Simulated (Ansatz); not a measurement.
Predict the output of the script below (Ansatz 0.2.0, Python API).

`adiabatic_alclh3n.py`
```python
# -*- coding: utf-8 -*-
"""Vertical and adiabatic ionisation of AlClH3N."""

import itertools

import ansatz as az
from ase.data import atomic_numbers, covalent_radii
import numpy as np

alclh3n = (
    az.Crystal.molecule()
    .atom("N", (-0.9283, 0.0315, -0.6639))
    .atom("Al", (0.4278, -0.134, 0.598))
    .atom("Cl", (1.4199, -2.0788, 0.7942))
    .atom("H", (-1.1971, 1.0885, -0.644))
    .atom("H", (-0.555, -0.0927, -1.6359))
    .atom("H", (0.8748, 1.1214, 1.5053))
)

job = (
    alclh3n.calculation()
    .basis(gaussian="def2-SVP")
    .functional("CAM-B3LYP")
)
symbols = [site.symbol for site in alclh3n.cartesian_sites]
start = np.array([site.position_ang for site in alclh3n.cartesian_sites], dtype=float)
summary = job.relax(force_tolerance=0.01, max_steps=100).run(threads=1).report
end = np.array(summary["positions_ang"])

minimum = az.Crystal.molecule()
for symbol, place in zip(symbols, end):
    minimum = minimum.atom(symbol, place.tolist())
ion = minimum.calculation()
ion = ion.basis(gaussian="def2-SVP")
ion = ion.functional("CAM-B3LYP")
ion = ion.charge(1)
ion = ion.spin("collinear", total=1)
vertical = ion.run(threads=1).report
settled = ion.relax(force_tolerance=0.01, max_steps=80).run(threads=1).report
print(f"vertical ionisation energy   {vertical['free_energy_ev'] - summary['free_energy_ev']:.3f} eV")
print(f"adiabatic, no zero point     {settled['free_energy_ev'] - summary['free_energy_ev']:.3f} eV")
print(f"relaxation energy of the ion {vertical['free_energy_ev'] - settled['free_energy_ev']:.3f} eV")
ionised = np.array(settled["positions_ang"])
# pairs closer than 1.2 times the sum of covalent radii, before or after
radius = [covalent_radii[atomic_numbers[s]] for s in symbols]
span = lambda where, i, j: np.linalg.norm(where[i] - where[j])
bonded = [(i, j) for i, j in itertools.combinations(range(len(symbols)), 2) if min(span(end, i, j), span(ionised, i, j)) < 1.2 * (radius[i] + radius[j])]
print("pair        before    after (A)")
for i, j in bonded:
    print(f"{symbols[i]}{i}-{symbols[j]}{j}".ljust(10), f"{span(end, i, j):8.4f} {span(ionised, i, j):8.4f}")
```

```console
$ python adiabatic_alclh3n.py
vertical ionisation energy   10.174 eV
adiabatic, no zero point     9.622 eV
relaxation energy of the ion 0.553 eV
pair        before    after (A)
N0-Al1       1.7578   1.9889
N0-H3        1.0149   1.0338
N0-H4        1.0148   1.0340
Al1-Cl2      2.1029   2.0417
Al1-H5       1.5671   1.5447
```

Notes:
- These settings explore the input space; basis and method may be short of convergence.
- The energies are electronic: no zero-point or thermal terms, and the basis set is short of its limit. The product may relax into another structure. The relaxation finds the nearest minimum, so the adiabatic value is an upper bound.
- Wall time of the script: 55 s on 1 thread of Arm Neoverse V1, with other jobs on the host, peak memory 0.25 GiB.
